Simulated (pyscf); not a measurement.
Single points on ωB97X-D3(BJ)/def2-SVP structures (PySCF, gas phase).

Task: For H₂N–Ti(NH₂)(NH₂)–NH₂ + water (H₂O) → ammonia (NH₃) + H₂N–Ti(NH₂)(NH₂)–OH, a four-centre exchange (singlet surface; N–Ti, H–O broken, H–N, O–Ti formed), PBE/def2-TZVP gives ΔE‡ = -0.14 eV and ΔE = -0.72 eV (zero: the separated reactants). In which direction and how far do PBE0-D3(BJ)/def2-TZVP, M06-2X/def2-TZVP, ωB97M-D3(BJ)/def2-TZVP move these?

Result: PBE0-D3(BJ): ΔE‡ = -0.17 eV, ΔE = -0.68 eV; M06-2X: ΔE‡ = -0.21 eV, ΔE = -0.66 eV; ωB97M-D3(BJ): ΔE‡ = -0.09 eV, ΔE = -0.70 eV. PBE's barrier lies among them. Its reaction energy lies under all of them, by 0.03 to 0.06 eV. On the reactant side the descent ends in a bound adduct, 0.41 eV under the separated species and 0.26 eV under the saddle at ωB97X-D3(BJ)/def2-TZVP. On the product side the descent ends in an adduct with a N–Ti contact, 0.50 eV under the separated species and 1.04 eV under the saddle at ωB97X-D3(BJ)/def2-TZVP. At PBE, PBE0-D3(BJ), M06-2X, ωB97M-D3(BJ) the saddle lies under the separated reactants, which points to a path from their complex (located at ωB97X-D3(BJ) alone). What is counted as broken (N–Ti) persists as a longer contact in the product adduct; parting that adduct is a step of its own. This is the saddle that the search found; another between the same sides may lie lower.
